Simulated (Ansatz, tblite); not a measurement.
**The cluster PbSe2: a ladder of methods and basis sets**

How do method and basis change the picture of the cluster PbSe2 (singlet)?

Method: as each input shows; program: Ansatz 0.2.0, Gaussian basis.

Levels to be run: GFN1-xTB, GFN2-xTB, PBE-D4/def2-TZVP, r2SCAN-D4/def2-TZVP, r2SCANh-D4/def2-TZVP, ωB97M-V/def2-TZVP, revPBE-D4/def2-TZVP, B2PLYP/def2-TZVP, BHLYP-D4/def2-TZVP, LC-ωPBE(0.10)/def2-TZVP, LC-ωPBE(0.15)/def2-TZVP, LC-ωPBE(0.20)/def2-TZVP, LC-ωPBE(0.30)/def2-TZVP, PBE-D4/def2-SVP, PBE0-D4/def2-SVP, PBE0-D4/def2-TZVPD, PBE-D4/def2-TZVPD, r2SCAN-D4/def2-TZVPD, CCSD(T)/def2-TZVPP, MP2/def2-TZVP, RPA/def2-TZVP.

### 1 The structure

The geometry is that of the singlet, from an earlier relaxation (r2SCAN-D4/def2-TZVP). At that level it is the lowest of the isomers that a small search found.

3 atoms, charge 0, spin multiplicity 1.

Bond lengths: Pb1–Se2 2.621 Å, Pb1–Se3 2.621 Å, Se2–Se3 2.438 Å. Angles: Se2–Pb1–Se3 55.4°, Pb1–Se2–Se3 62.3°, Pb1–Se3–Se2 62.3°.

Pb takes a core potential in the def2 sets. No spin-orbit coupling is included.

PBE0-D4/def2-TZVP was run before; its log isn't repeated, and its numbers join the tables.

### 2 GFN1-xTB

Tight binding, by tblite at 300 K electronic temperature and without a spin-polarisation term:

```python
tblite.interface.Calculator('GFN1-xTB', numbers, positions, charge=0, uhf=0).singlepoint()
```

Energy -227.3201 eV, HOMO -7.93 eV, LUMO -6.23 eV; 0.002 s.

### 3 GFN2-xTB

Tight binding, by tblite at 300 K electronic temperature and without a spin-polarisation term:

```python
tblite.interface.Calculator('GFN2-xTB', numbers, positions, charge=0, uhf=0).singlepoint()
```

Energy -238.1359 eV, HOMO -9.65 eV, LUMO -8.19 eV; 0.002 s.

### 4 PBE-D4/def2-TZVP

start.molden holds the orbitals of an earlier run on this state, given as this run's starting guess.

in.yaml reads:

```yaml
crystal:
  periodic: [false, false, false]
  atoms:
    - {symbol: Pb, position_ang: [-1.470071, 0.373444, 0.302783]}
    - {symbol: Se, position_ang: [1.082122, 0.329995, 0.896543]}
    - {symbol: Se, position_ang: [0.387949, -0.703439, -1.199326]}
basis:
  gaussian: {orbitals: def2-TZVP, initial_orbitals: start.molden}
hamiltonian: {xc: pbe, dispersion: d4}
scf: {omitted_lower_state_checks: [starts]}
output: {orbitals: {seedname: orbitals}}
```

The run is started by

```sh
ansatz run in.yaml --threads 4 --pin off --events-out ev --progress --plain --max-ram 3916MiB
```

Further steps of the session: r2SCAN-D4/def2-TZVP; r2SCANh-D4/def2-TZVP; ωB97M-V/def2-TZVP; revPBE-D4/def2-TZVP; B2PLYP/def2-TZVP; BHLYP-D4/def2-TZVP; LC-ωPBE(0.10)/def2-TZVP; LC-ωPBE(0.15)/def2-TZVP; LC-ωPBE(0.20)/def2-TZVP; LC-ωPBE(0.30)/def2-TZVP; PBE-D4/def2-SVP; PBE0-D4/def2-SVP; PBE0-D4/def2-TZVPD; PBE-D4/def2-TZVPD; r2SCAN-D4/def2-TZVPD; CCSD(T)/def2-TZVPP; MP2/def2-TZVP; RPA/def2-TZVP.

Before running them: what should the planned runs give, taken together? Wanted: gap in def2-TZVP, named functionals, smallest and largest; gap over the ω; correlation energy, CCSD(T)/def2-TZVPP; correlation energy, MP2/def2-TZVP; binding an atom, CCSD(T)/def2-TZVPP; PBE0 total energy, smallest basis above largest.

**Answer**, as computed:

| quantity | value |
| --- | --- |
| gap in def2-TZVP, named functionals, smallest and largest | 1.19 eV (PBE-D4), 6.48 eV (ωB97M-V) |
| gap over the ω (1/bohr) | 3.94 eV at 0.1, 6.59 eV at 0.3 |
| correlation energy, CCSD(T)/def2-TZVPP | -25.24 eV |
| correlation energy, MP2/def2-TZVP | -25.16 eV |
| binding an atom, CCSD(T)/def2-TZVPP | 2.201 eV |
| PBE0 total energy, smallest basis above largest | 16.33 eV (def2-SVP, def2-TZVPD) |

What this shows: Orbital gaps of the named functionals in def2-TZVP span 1.19 eV (PBE-D4) to 6.48 eV (ωB97M-V); exact exchange widens it. Raising the ω (1/bohr) from 0.1 to 0.3 moves the HOMO by -1.60 eV and the LUMO by +1.05 eV. The functionals in def2-TZVP miss CCSD(T)/def2-TZVPP by -0.076 (BHLYP-D4) to +0.333 eV (PBE-D4) an atom. CCSD(T)/def2-TZVPP isn't at the basis-set limit; small misses against it rank nothing.
